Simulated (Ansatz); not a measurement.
Reaction (SMILES): [SH] (SH) → [SH-] (an electron is taken up)
B3LYP-D3(BJ)/def2-TZVP geometries, fixed; electronic energies without zero-point terms; positive where energy is released.
Largest species:
```xyz
2

S      0.0000     0.0000    -0.0793
H      0.0000     0.0000     1.2681
```
Charge 0, spin multiplicity 2.

The adiabatic electron affinity at MP2 with Ansatz (an electronic-structure program), in eV, split into its Hartree-Fock and correlation parts. Cores are frozen. Open shells are unrestricted. No added dispersion term, no relativity. Functions are those of the species that has most. These sets lack the diffuse functions that anions need.

| basis | X | functions | Hartree-Fock | MP2 |
|---|---|---|---|---|
| cc-pV(D+d)Z | 2 | 28 | 0.497 | 1.182 |
| cc-pV(T+d)Z | 3 | 53 | 0.797 | 1.868 |
| cc-pV(Q+d)Z | 4 | 94 | 0.935 | 2.168 |
| cc-pV(5+d)Z | 5 | 155 | 0.987 | 2.281 |

Worked estimate of the basis-set limit from each neighbouring pair, with Hartree-Fock from the larger set and the correlation part extrapolated as X^-3.
Correlation parts: X = 2: 0.685, X = 3: 1.071, X = 4: 1.233, X = 5: 1.294.
- (2,3): (27·(1.071) - 8·(0.685))/19 = 1.234; with Hartree-Fock 0.797 the estimate is 2.031 eV.
- (3,4): (64·(1.233) - 27·(1.071))/37 = 1.351; with Hartree-Fock 0.935 the estimate is 2.286 eV.
- (4,5): (125·(1.294) - 64·(1.233))/61 = 1.358; with Hartree-Fock 0.987 the estimate is 2.345 eV.
The last two estimates differ by 0.059 eV; the largest set lies 0.064 from the last. Over the last step Hartree-Fock moves by 0.052 and the correlation part by 0.061.
